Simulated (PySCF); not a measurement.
## Reproducing measurements on 2(5H)-furanone

**Experimental background.**

NIST CCCBDB Release 22 (SRD 101), experimental dipoles lists, for the gas: dipole moment 4.905 D.

How close the calculation comes is told at the end.

Species: 2(5H)-furanone, C4H4O2.
Atom-mapped SMILES: `[O:1]=[C:2]1[CH:3]=[CH:4][CH2:5][O:6]1` (hydrogens: H7 on C3; H8 on C4; H9, H10 on C5)

Cartesian coordinates in Å at the PBE0-D3(BJ)/def2-TZVP level; atoms count from 1:
```xyz
10
C4H4O2 angstrom
O      2.4708   -0.5009   -0.4963
C      1.3189   -0.2947   -0.2621
C      0.5768    0.9801   -0.1963
C     -0.6901    0.7157    0.0957
C     -0.8539   -0.7570    0.2375
O      0.4313   -1.2987    0.0060
H      1.0509    1.9342   -0.3676
H     -1.5035    1.4179    0.2198
H     -1.5570   -1.1701   -0.4944
H     -1.1946   -1.0479    1.2370
```

Runs made with PySCF (gas phase, on this PBE0-D3(BJ)/def2-TZVP geometry; no spin–orbit coupling):

| level | job | basis functions | wall time |
| --- | --- | --- | --- |
| PBE0-D3(BJ)/def2-TZVP, grid level 2 | geometry optimisation from a GFN2-xTB start shaken at random | 210 | 95 s |
| PBE0/pcSseg-2 | shieldings, ring-centre shieldings, charges and field gradients | 272 | 21 s |
| CAM-B3LYP/aug-cc-pVTZ | 10 singlets by full TDDFT, 4 Tamm–Dancoff triplets, polarisability | 368 | 53 s |
| PBE0/aug-cc-pVTZ | 10 singlets by full TDDFT, 4 Tamm–Dancoff triplets, polarisability, dynamic polarisability | 368 | 49 s |
| wB97X-D/aug-cc-pVTZ | 10 singlets by full TDDFT, 4 Tamm–Dancoff triplets, polarisability, ΔSCF ions | 368 | 3.5 min |

Hardware: one thread of an Arm Neoverse V2, shared host.

Results beside the measurements:

**Dipole moment.** Measured: 4.905 D (NIST CCCBDB Release 22 (SRD 101), experimental dipoles).

| level | computed (D) | computed − measured (D) | % (from the printed values) |
| --- | --- | --- | --- |
| PBE0-D3(BJ)/def2-TZVP | 5.000 | +0.095 | +2 |
| PBE0/pcSseg-2 | 5.095 | +0.190 | +4 |
| CAM-B3LYP/aug-cc-pVTZ | 5.180 | +0.275 | +6 |
| PBE0/aug-cc-pVTZ | 5.051 | +0.146 | +3 |
| wB97X-D/aug-cc-pVTZ | 5.099 | +0.194 | +4 |

Closest is PBE0-D3(BJ)/def2-TZVP (+0.095 D), furthest CAM-B3LYP/aug-cc-pVTZ (+0.275 D); one molecule doesn't rank methods. All 5 levels lie above the measurement. The computed dipoles belong to one fixed geometry; measured ones are averaged over vibrations unless marked μe. Magnitudes are compared, not signs.

No measured geometry was used, and the causes of the misses weren't examined.
